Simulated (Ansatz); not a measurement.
## Ansatz (development build ahead of 0.2.0) run

```yaml
crystal:
  periodic: [false, false, false]
  atoms:
    - { symbol: O, position_ang: [0.0, 0.0, -0.11768] }
    - { symbol: H, position_ang: [0.0, 0.0, 0.94141] }
basis:
  gaussian: { orbitals: cc-pVDZ }
total_charge: -1
hamiltonian:
  xc: hf
correlation:
  method: mp2
  frozen_orbitals: { H: 0, O: 1 }
```

The input is written out in the form of the current development build from the run's settings.

Results

| Quantity | Value |
| --- | --- |
| Converged | yes |
| Reference energy | -75.32451 hartree |
| Correlation energy | -0.19704 hartree |
| Total energy | -75.52154 hartree |
| Spin squared of the determinant | 0.000 |

Caution: no diffuse functions for an anion.
